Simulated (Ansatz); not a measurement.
## Phonon frequency of some cubic solids

Method: r²SCAN0 in Ansatz (PAW). References are measured values at room or unstated temperature, uncorrected unless marked, so that the deviations hold thermal and zero-point effects besides the level's error. The table is a random draw of 10 from 49 values with such references.

Values in cm⁻¹.

```json
[
 {"solid": "zinc-blende GaAs (L TO)", "reference": "264", "r²SCAN0": "268", "deviation (%)": "+1.5"},
 {"solid": "diamond (L TA)", "reference": "550 (547–564)", "r²SCAN0": "573", "deviation (%)": "+4.2"},
 {"solid": "diamond (L LA)", "reference": "1029", "r²SCAN0": "1099", "deviation (%)": "+6.8"},
 {"solid": "3C-SiC (L LO)", "reference": "838", "r²SCAN0": "874", "deviation (%)": "+4.3"},
 {"solid": "zinc-blende GaAs (X LO)", "reference": "240", "r²SCAN0": "246", "deviation (%)": "+2.5"},
 {"solid": "zinc-blende InP (L TA)", "reference": "55", "r²SCAN0": "58", "deviation (%)": "+5.5"},
 {"solid": "zinc-blende InP (X TA)", "reference": "68", "r²SCAN0": "74", "deviation (%)": "+8.8"},
 {"solid": "zinc-blende ZnSe (L LA)", "reference": "164", "r²SCAN0": "177", "deviation (%)": "+7.9"},
 {"solid": "diamond-structure Si (L TA)", "reference": "114", "r²SCAN0": "121", "deviation (%)": "+6.1"},
 {"solid": "diamond-structure Si (X TA)", "reference": "150", "r²SCAN0": "?", "deviation (%)": "?"}
]
```

### Question
Estimate the withheld r²SCAN0 value.

### Answer
The deviations of the other rows run from +1.5 % to +8.8 %, with a median of +5.5 %; carried to the reference 150 it gives 158 cm⁻¹. The run gives 162 cm⁻¹ (+8.0 %), +2.5 % from the estimate; the row was drawn at random, and such an estimate is rough. Over these 10 values the mean deviation is +5.6 %, the mean absolute deviation 5.6 % (median 5.8 %), and the worst case zinc-blende InP (X TA) at +8.8 %; the value is too high in 10 of 10 cases. Over all 49, from unrounded values, the mean deviation is +3.2 % and the mean absolute deviation 3.8 % (median 4.0 %).

Spin–orbit coupling is left out, also for the solids with elements from indium on (zinc-blende InP); its size isn't shown.

Brackets give the range of the sources taken for a reference, where it is wide; it can hold other temperatures.

Differences are worked out from the printed values.

Each level is taken at its own relaxed cell. Ansatz's density-functional and Hartree–Fock values are scalar-relativistic unless marked +SOC, with PAW data made under PBE.

Ansatz's runs of these crystals have no spin polarisation.

Not in this set, of the solids of all kinds but layered and molecular ones with a reference value in our tables and a result at some level: 49 for no value at r²SCAN0 (not run, a failed fit, an unstable or unbound cell, or a value held back for tests); 16 for a reference of another kind, counted apart. These can be a level's best or worst cases. At least 16 more with a reference value are held back for tests. Solids without a released value at any level aren't counted. The metals Ce to Yb are counted apart.

References as tabulated in Giannozzi et al., Phys. Rev. B (1991); arXiv:cond-mat/0412643; Ioffe Institute, NSM Archive: InP, mechanic properties page; Wang et al. (1996), arXiv:mtrl-th/9510002 and others.

Ansatz is a first-principles code.
